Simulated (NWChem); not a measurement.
# Polarisability of H$_{4}$Si

SMILES: [SiH4]
```xyz
5

Si     0.0000     0.0000     0.0000
H      1.2187     0.0000     0.8618
H     -1.2187     0.0000     0.8618
H      0.0000    -1.2187    -0.8618
H      0.0000     1.2187    -0.8618
```
Charge 0, spin multiplicity 1.

All runs are NWChem calculations. The geometry was optimised at PBE0/def2-SVP, a minimum by its harmonic frequencies.

Basis set: def2-SVPD. Static limit.

| method | isotropic polarisability (bohr³) | difference from CCSD linear response |
|---|---|---|
| CCSD linear response | 31.22 | 0.00 |
| B3LYP | 32.00 | +0.78 |
| PBE | 32.89 | +1.68 |
| HF | 29.89 | -1.33 |
| BHandHLYP | 30.98 | -0.23 |

The values span 3.01 bohr³, from HF (lowest) to PBE (highest). 

The correlated methods keep 5 core orbitals frozen. B3LYP has NWChem's definition, with VWN1-RPA local correlation. The structure started from a generated list of species. No row is a measurement; the coupled-cluster row has its own basis-set and correlation limits.
